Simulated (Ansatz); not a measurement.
## An input for doublet [COF2]−

The species is [COF2]− (4 atoms), meant as a doublet with charge -1. SMILES of the parent species: `O=C(F)F`. Geometry: relaxed at PBE0-D4/def2-TZVP. That shape belongs to the parent species and isn't relaxed for this state.

```jsonl
{"atom": "O", "x (Å)": "-1.2427", "y (Å)": "-0.1574", "z (Å)": "0.1539"}
{"atom": "C", "x (Å)": "-0.0918", "y (Å)": "-0.0116", "z (Å)": "0.0114"}
{"atom": "F", "x (Å)": "0.8455", "y (Å)": "-0.8267", "z (Å)": "0.4247"}
{"atom": "F", "x (Å)": "0.4890", "y (Å)": "0.9957", "z (Å)": "-0.5900"}
```

Settings wanted:

```yaml
basis_set: aug-cc-pVDZ
task: energy
method: DFT
functional: wB97X
dispersion: none
reference: UKS
accuracy: high
```

Write the Ansatz 0.2.0 input and the command.

This one ran through:

molecule.yaml:
```yaml
crystal:
  periodic: [false, false, false]
  atoms:
    - symbol: O
      position_ang: [-1.242660, -0.157400, 0.153910]
    - symbol: C
      position_ang: [-0.091830, -0.011630, 0.011370]
    - symbol: F
      position_ang: [0.845490, -0.826670, 0.424670]
    - symbol: F
      position_ang: [0.488990, 0.995700, -0.589960]
basis:
  gaussian:
    orbitals: aug-cc-pVDZ
total_charge: -1
magnetization:
  spin_polarized: true
  initial_magnetization: 1
hamiltonian:
  xc: {name: wB97X}
accuracy: high
output: {orbitals: {seedname: orbitals}}
```

```bash
$ ansatz run molecule.yaml --threads 1 --pin off --max-ram 3480MiB --events-out events.jsonl --progress --plain --runs-dir runs
```

Calculated total energy: -312.93220 Eh. The HOMO lies above zero, from self-interaction, a short basis or an unbound electron.
